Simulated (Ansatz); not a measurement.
# NaO+ (singlet): from Hartree-Fock to the top rungs at distance O1–Na2 = 8.652 Å, cc-pVDZ

An exercise on one series of results from a longer session: the logs are not shown, and one member is left open.

Method: cc-pVDZ, core rule «outside noble gas», up to 6 orbitals frozen; program: Ansatz 0.2.0, Gaussian basis.

To be run: UHF; CCSD(T) on RHF; CCSD(T) on UHF; BCCD(T) on RHF; CCSDT(Q) on RHF; CCSDT(Q) on UHF; CCSDTQ on RHF; Full CI.

69 further runs of the same task are left out: 45 for a known fault of the program, 18 that didn't finish, 6 set aside as unsound or not needed.

## The geometry

The geometry derives from a PBE0/def2-TZVP stationary point (not a proven minimum). One bond is set to the value named and the two fragments are kept rigid.

2 atoms, charge 1, spin multiplicity 1.

Atoms are counted from 1 here; the program's logs count them from 0.

No contacts short enough for the rule that draws bonds.

The first run:

File in.yaml:

```yaml
crystal:
  periodic: [false, false, false]
  atoms:
    - {symbol: O, position_ang: [0.000000, 0.000000, 0.000000]}
    - {symbol: Na, position_ang: [0.000000, 0.000000, 8.652000]}
basis:
  gaussian: {orbitals: cc-pVDZ}
total_charge: 1
magnetization: {spin_polarized: true, initial_magnetization: 0}
hamiltonian: {xc: hf}
output: {orbitals: {seedname: orbitals}}
```

Command:

```bash
$ ansatz run in.yaml --threads 1 --pin off --events-out ev --progress --plain --max-ram 2393MiB
```

Among the steps run: UHF; CCSD(T) on RHF; CCSD(T) on UHF; BCCD(T) on RHF; CCSDT(Q) on RHF; CCSDT(Q) on UHF; CCSDTQ on RHF; Full CI.

One of the session's tables, all rows but one given; the rest of the session is left out.

| method | from FCI (kcal/mol) |
| --- | --- |
| RHF | +104.24 |
| RMP2 | +29.55 |
| RCCSD | +7.65 |
| RCCSD(T) | +3.00 |
| BCCD(T) | ? |
| RCCSDT | +1.43 |
| RCCSDT(Q) | +0.07 |
| RCCSDTQ | +0.01 |
| FCI | 0 |

Q: Estimate the row for BCCD(T) from the others.

The run gave: from FCI (kcal/mol): +3.02. In the column «from FCI (kcal/mol)» it lies between RCCSD(T) (+3.00) and RCCSD (+7.65).

Left out of the table: UHF, UMP2, UCCSD, UCCSD(T), UCCSDT, UCCSDT(Q) (another determinant or state than the rows shown).

Caveats from the session: The report flags that the cluster equations may have other roots. The program flags RCCSDT(Q), RCCSDTQ as in doubt, so those rows may rest on another solution; read them beside their warnings.
